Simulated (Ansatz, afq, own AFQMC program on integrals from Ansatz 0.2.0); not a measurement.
## AlBH, doublet: AFQMC among the cluster methods

```yaml
atoms:
  - { symbol: B, position_ang: [0.0000, -0.3653, 1.4659] }
  - { symbol: Al, position_ang: [0.0000, 0.1897, -0.5352] }
  - { symbol: H, position_ang: [0.0000, -1.1607, -1.3956] }
```

Connectivity, by distances: B–AlH.

Basis 6-31G. Only valence electrons are correlated. Ansatz 0.2.0 and our own AFQMC program on the same integrals; the CISD trial comes from CCSD amplitudes, and released means the phaseless constraint is let go. ± is one standard error of the sampling.

Determinant: UHF, the one that the program's search chose, which needn't be the lowest solution. The geometry is a point of a scan.

Full CI on the same integrals is exact in this basis and with this determinant's frozen core.

Cautions: strong correlation (T1 0.077, weight of the determinant 0.80, largest double 0.09); unrestricted determinant spin contaminated (⟨S²⟩ 1.64 against 0.75); the released energies are still falling, so no released level is given (meV from the phaseless value at times in 1/Eh: -1 ± 3 at 0.24, -7 ± 3 at 0.51, -15 ± 3 at 0.99, -20 ± 3 at 1.62, -26 ± 3 at 2.40).

- T1 diagnostic: 0.0774
- weight of the determinant in the CISD state: 0.798
- ⟨S²⟩ of the determinant: 1.645
- size of the correlated space: 7 electrons in 18 orbitals

| level | correlation energy (eV) |
| --- | --- |
| MP2 | -1.2747 |
| CCSD | -2.0918 |
| CCSD(T) | -2.1816 |

Problem. Estimate where full CI lies against CCSD(T) on the same integrals.

Solution. 11.5 kJ/mol below CCSD(T).

Reference: full CI, correlation energy -2.301 eV. The cautions show a poor starting determinant, so the rows tell how each method copes with it here, and full CI is the sure value.

```csv
level,E − E(reference) (kJ/mol),share of correlation (%)
CCSD(T),11.5,94.82
CCSDT,1.9,99.13
CCSDT(Q),0.3,99.86
CCSDTQ,0.1,99.94
ph-AFQMC/CISD,3.3 ± 0.4,98.52
```

CCSDT and higher add their correlation energy to the determinant of the CCSD(T) run, since their own runs factorise the integrals more tightly (a shift of under 2 meV). A walk keeps the symmetry of its determinant, which the program's search chose and which needn't be the lowest solution, so a lower state of the same spin and another symmetry isn't excluded.
